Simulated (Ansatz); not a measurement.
# C3H3NO: the cost of one run

Computed with Ansatz 0.2.0, driven from Python. Level of theory: Hartree-Fock/cc-pVDZ.

### Step 1. The structure

Bond lengths: C1–C2 1.202 Å, C2–C3 1.442 Å, C3–N4 1.359 Å, C3–O5 1.222 Å, C1–H6 1.065 Å, N4–H7 1.009 Å, N4–H8 1.010 Å. Angles: C1–C2–C3 180.0°, C2–C1–H6 179.3°, C2–C3–N4 116.0°, C2–C3–O5 121.0°, N4–C3–O5 123.0°, C3–N4–H7 122.2°, C3–N4–H8 118.0°, H7–N4–H8 119.8°.

No structure file is read: the coordinates are typed or built in the script.

### Step 2. The script

Input file opt_c3h3no.py:

```python
"""Geometry optimisation of C3H3NO."""

import argparse
import itertools

import ansatz as az
from ase import Atoms
from ase.data import atomic_numbers, covalent_radii
import numpy as np

parser = argparse.ArgumentParser(description="Geometry optimisation of C3H3NO.")
parser.add_argument("--basis-set", default="cc-pVDZ", help="basis")
parser.add_argument("--functional", default="HF", help="exchange-correlation functional")
args = parser.parse_args()

atoms = Atoms(["C", "C", "C", "N", "O", "H", "H", "H"], positions=[
    (2.0352, 0.4176, -0.0047),
    (0.9205, 0.0082, 0.1786),
    (-0.4174, -0.483, 0.3986),
    (-1.3922, 0.0806, -0.3632),
    (-0.6387, -1.3543, 1.2256),
    (3.0279, 0.7721, -0.158),
    (-1.1947, 0.7998, -1.0429),
    (-2.3407, -0.241, -0.2339),
])
mol = az.Crystal.molecule_from_ase(atoms)

setup = mol.calculation().basis(gaussian=args.basis_set).functional(args.functional)
symbols = [site.symbol for site in mol.cartesian_sites]
start = np.array([site.position_ang for site in mol.cartesian_sites], dtype=float)
def progress(event):
    if event["event"] == "relax_step":
        row = event["data"]
        print(f"step {row['step']:3d}  E = {row['lagrangian_ev']:.6f} eV  largest force component {row['allowed_force_max_ev_ang']:.4f} eV/A")


report = setup.relax(force_tolerance=0.02).session().plan().execute(on_event=progress).report
end = np.array(report["positions_ang"])

print("reference energy %16.6f eV" % report["reference_energy_ev"])
print("total energy     %16.6f eV" % report["free_energy_ev"])
print("occupied orbitals outside the frozen core (up, down):", report["n_occupied"], " frozen:", report["n_frozen"], " virtual:", report["n_virtual"])

# pairs closer than 1.2 times the sum of covalent radii, before or after
radius = [covalent_radii[atomic_numbers[s]] for s in symbols]
span = lambda where, i, j: np.linalg.norm(where[i] - where[j])
bonded = [(i, j) for i, j in itertools.combinations(range(len(symbols)), 2) if min(span(start, i, j), span(end, i, j)) < 1.2 * (radius[i] + radius[j])]
print("pair        before    after (A)")
for i, j in bonded:
    print(f"{symbols[i]}{i}-{symbols[j]}{j}".ljust(10), f"{span(start, i, j):8.4f} {span(end, i, j):8.4f}")
for first, second in list(itertools.combinations(bonded, 2)):
    shared = set(first) & set(second)
    if shared and symbols[(j := shared.pop())] != "H":
        i, k = sorted((set(first) | set(second)) - {j})
        u, v = end[i] - end[j], end[k] - end[j]
        angle = np.degrees(np.arccos(np.clip(u @ v / np.linalg.norm(u) / np.linalg.norm(v), -1, 1)))
        print(f"final angle {symbols[i]}{i}-{symbols[j]}{j}-{symbols[k]}{k}: {angle:.2f} deg")
with open("c3h3no_opt.xyz", "w") as handle:
    handle.write(f"{len(symbols)}\nrelaxed C3H3NO\n")
    handle.writelines(f"{s:2s} {x:11.6f} {y:11.6f} {z:11.6f}\n" for s, (x, y, z) in zip(symbols, end))
```

### Step 3. Launch

The run is started by

```bash
> python opt_c3h3no.py
```

**Question.** How long does this script take on 1 thread of Arm Neoverse V1, shared host, and how much memory does it need?

About 13 s, with a peak of 0.22 GiB.
